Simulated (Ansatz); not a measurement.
A made-up structure of CH3MgO, doublet:

```xyz
6
angstrom
O -0.5372 -1.2699 -1.0376
C 0.3306 -0.3571 -0.4995
Mg 0.1962 1.0646 0.9795
H -1.3904 -1.2047 -0.6045
H 1.2457 -0.2798 1.2020
H 0.1238 2.2522 2.1977
```

It is relaxed with PBE-D4/def2-SVP and then PBE0-D4/def2-TZVP (Ansatz 0.2.0). Atoms count as bonded within 1.22 times the sum of their covalent radii (H–H: 0.88 Å). The end point is not checked to be a true minimum.

(1) Does its bonding change? (A judgement: the text doesn't fix the answer.)

Answers

(1) By the calculation: Yes. Formed: C2–H5; broken: Mg3–H5.

Where it ends: The first stage lowers the energy by 2.75 eV in 13 steps. It ends as CH₃MgO ([OH][CH][MgH]):
O1  (-0.429, -1.276, -0.669)
C2  (0.360, -0.515, 0.151)
Mg3  (0.091, 1.228, 1.208)
H4  (-1.298, -0.878, -0.748)
H5  (1.330, -1.022, 0.197)
H6  (-0.087, 2.668, 2.099)
(Å)

Labels in which every atom is bracketed show which atoms are joined, not bond orders.

For scale, one of the runs: PBE0-D4/def2-TZVP relaxation, 112 basis functions, launched by `ansatz run in.yaml --threads 2 --pin off --events-out ev --progress --plain --max-ram 4352MiB`. Hardware: 2 CPU threads of an Arm Neoverse V1, shared host. Wall time about 15 s.
